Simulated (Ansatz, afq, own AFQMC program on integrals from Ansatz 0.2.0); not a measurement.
AFQMC on a folder of integrals that Ansatz 0.2.0 wrote.

```yaml
crystal:
  periodic: [false, false, false]
  atoms:
    - {symbol: C, position_ang: [0.000000, 0.000000, 0.000000]}
    - {symbol: H, position_ang: [2.158975, 0.027447, -0.000461]}
    - {symbol: H, position_ang: [-1.103259, 1.855995, -0.005535]}
    - {symbol: H, position_ang: [-1.055717, -1.883442, 0.005995]}
basis:
  gaussian: {orbitals: cc-pVDZ}
total_charge: 1
magnetization: {spin_polarized: true, initial_magnetization: 0}
correlation: {method: ccsd_t, electrons: outside_noble_gas, hamiltonian_folder: ham}
```

```sh
$ ansatz run in.yaml --threads 1 --pin off --events-out ev --progress --plain --max-ram 24576MiB --backend cuda --devices 0, --max-vram 18GiB
```

Options of the walk:

```
--method phaseless --trial cisd --walkers 4000 --populations 20 --least-time 60 --time-step 0.005 --steps-per-block 50 --equilibration-blocks 40 --max-blocks 4000 --target-error 0.00029 --factor-cut 1e-05 --start spin_pure --seed 62 --release-times 0.24,0.51,0.99,1.62,2.4 --release-step 0.03 --release-every 3 --taylor-order 6
```

Times are imaginary, in 1/Eh. The walk had a cap of 122 s. With eight or more populations the least sampling time is a fifth of least-time, and the error comes from their spread.

Output of the walk:

```
orbitals 28  electrons 3 3  factors 165 of 259
reference energy -38.78357640 Eh
CCSD correlation -0.14931564 Eh in 24 cycles, weight of the determinant in the CISD state 0.6439
energy of the start -38.888591 Eh
 block  time / (1/Eh)  mean weight  energy / Eh
     1     0.250  1.0000  -38.904117
     2     0.500  1.0000  -38.914175
     3     0.750  0.9999  -38.921519
     4     1.000  1.0001  -38.926186
     5     1.250  1.0001  -38.930735
     7     1.750  1.0000  -38.936966
     9     2.250  1.0001  -38.940025
    13     3.250  1.0002  -38.941503
    21     5.250  1.0001  -38.946821
    29     7.250  1.0001  -38.945215
    37     9.250  0.9997  -38.946253
    45    11.250  0.9996  -38.948070
    53    13.250  0.9997  -38.947281
    61    15.250  1.0001  -38.944383
    69    17.250  1.0001  -38.945493
    77    19.250  0.9998  -38.943505
    85    21.250  1.0002  -38.945913
    93    23.250  1.0003  -38.946578
   101    25.250  1.0001  -38.945840
   109    27.250  1.0002  -38.945359
   117    29.250  0.9997  -38.944828
   121    30.250  1.0003  -38.949276
   125    31.250  0.9999  -38.948797
   133    33.250  0.9998  -38.943377
   141    35.250  0.9998  -38.945631
   149    37.250  1.0002  -38.945716
   157    39.250  0.9998  -38.946919
   165    41.250  1.0003  -38.946875
error from the spread of 20 populations
released: time / (1/Eh)  energy / Eh  error  mean overlap
  0.24  -38.947244  0.000366  1.0000
  0.51  -38.947601  0.000400  1.0026
  0.99  -38.948746  0.000218  1.0030
  1.62  -38.950613  0.000305  1.0001
  2.40  -38.919664  0.031818  1.0038
energy -38.945727 +/- 0.000283 Eh
(rows thinned)
```

The run passed its tests (sampling time, drift between the halves within three errors, error under three times the target), which doesn't prove that it has relaxed, ending at its cap on processor time.

Against this walk (error 7.7 meV) on the same determinant: CCSD(T) 66.1 meV higher, CCSDT(Q) 236.4 meV lower, CCSDTQ 250.5 meV lower, full CI 253.3 meV lower. The error is statistical and leaves out the bias of the constraint. The determinant has ⟨S²⟩ = 1.33, so the low cluster orders mix in higher spin, while the walk starts as a pure singlet. The released energies are still falling (meV from the phaseless value at times in 1/Eh: -41 ± 10 at 0.24, -51 ± 11 at 0.51, -82 ± 6 at 0.99, -133 ± 8 at 1.62, 709 ± 866 at 2.40), so they give no level; they do show a bias of the constraint, and the last of them that isn't too noisy lies 120 meV above full CI. Full CI is exact here, so the walk's 253 meV above it is the walk's own error: the bias of the constraint with this trial. The determinant is a poor start (see the cautions), so the low cluster orders aren't to be relied on, and full CI is the sure value.

Cautions: constraint bias not in the error; an unrestricted solution with more broken spin lies lower (1.08 eV, ⟨S²⟩ 1.79); strong correlation (T1 0.125, weight of the determinant 0.64, largest double 0.18); (T) is large, 7 % of the CCSD correlation; unrestricted determinant spin contaminated (⟨S²⟩ 1.33 against 0.00); CCSD(T) is in doubt: in a space of 6 electrons in 8 natural orbitals full CI lies 275 meV below it.

The walk took 2 min on 1 × NVIDIA H100 80GB HBM3 with 2 threads of AMD EPYC 7R13 Processor (Zen 3), on a shared host (the card was shared). The log's last line is the phaseless energy.

CCSDT and higher add their correlation energy to the determinant of the CCSD(T) run, since their own runs factorise the integrals more tightly (a shift of under 2 meV).
